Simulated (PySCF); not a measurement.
Broadened absorption spectrum of H6SSi2

H₆SSi₂.
Geometry (GFN2-xTB, Å), atoms numbered from 1 in this order:
```xyz
9
H6SSi2 angstrom
Si     1.5951    0.5150    0.2843
S     -0.0005    0.6124   -1.1466
Si    -1.5926   -0.4956   -0.2300
H      1.9392   -0.8858    0.4975
H      2.6592    1.2672   -0.3540
H      1.1367    1.1170    1.5309
H     -1.1327   -1.8606   -0.0016
H     -2.6578   -0.4122   -1.2116
H     -1.9330    0.1486    1.0332
```

Theory: TDDFT PBE0/def2-SVPD, vertical, gas phase, core orbitals frozen in the response in PySCF 2.14.0, density-fitted response routines.

Broadening: Gaussians 0.5 eV wide at half height, area fixed by f = 4.319×10⁻⁹ ∫ε dν̃. The cross-section is σ = 3.8235×10⁻²¹ ε cm², given in Mb (10⁻¹⁸ cm²). The width is an assumption, not a result. The curve ends short of the highest state used, and states not computed would add to its high-energy end.

```csv
E (eV),σ (Mb)
4.88,0.01
4.95,0.02
5.02,0.05
5.09,0.12
5.16,0.25
5.23,0.49
5.30,0.86
5.37,1.34
5.44,1.89
5.51,2.39
5.58,2.71
5.65,2.76
5.73,2.46
5.80,1.98
5.87,1.43
5.94,0.93
6.01,0.55
6.08,0.29
6.15,0.15
6.22,0.09
6.29,0.10
6.36,0.18
6.43,0.41
6.50,0.92
6.57,1.89
6.65,3.83
6.72,6.42
6.79,9.72
6.86,13.28
6.93,16.37
```

Problem. Locate the maxima and give the states behind the curve.

Solution. 220 nm (5.63 eV), ε about 730, made up of S1 (100%) (ε in L mol⁻¹ cm⁻¹; maxima over ε = 5, shares over 10%). At its high-energy end, 6.93 eV, the curve is still rising (ε about 4300, from S5 and S6). The states used: S1 5.63 eV (f 0.013); S2 6.23 eV (f 0.0000); S3 6.28 eV (f 0.0001); S4 6.78 eV (f 0.0009); S5 6.99 eV (f 0.033); S6 7.06 eV (f 0.057); S7 7.32 eV (f 0.0000); S8 7.53 eV (f 0.0006).

Problem. What would ε be at 5.63 eV, the highest of these maxima, with half the width (0.25 eV)?

Solution. About 1450 L mol⁻¹ cm⁻¹ against 725, a factor of about 2.00; a lone state at its own centre would give exactly 2.

Problem. On this curve, what absorbance would a 10⁻³ mol/L sample give at 248 nm over a 1 cm path?

Solution. 248 nm is 4.999 eV, where ε is about 9.4 L mol⁻¹ cm⁻¹, so A = ε c l ≈ 0.0094 (Beer–Lambert, with the gas-phase spectrum and the assumed width).

Problem. Coming from long wavelengths, where does ε first pass 100 L mol⁻¹ cm⁻¹?

Solution. At about 238 nm (5.20 eV), 0.42 eV below S1.
